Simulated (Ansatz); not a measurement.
We consider 1T (CdI2-type) SnSe2, described by HSE06-D3(BJ) in Ansatz (plane waves, PAW).

What does this level give for the interlayer binding energy, layer repeat distance and gap between the layers?


* **interlayer binding energy**: 32.3 meV/Å²
* **layer repeat distance**: 5.967 Å
* **gap between the layers**: 2.840 Å

Note: exact exchange on metals is sensitive to the k mesh and can open a false gap.

Spin–orbit coupling is not included.

Computed values are for the static lattice.

It cost around 2.4 core-hours (rough) of CPU time.

Ansatz is a program for electronic structure.
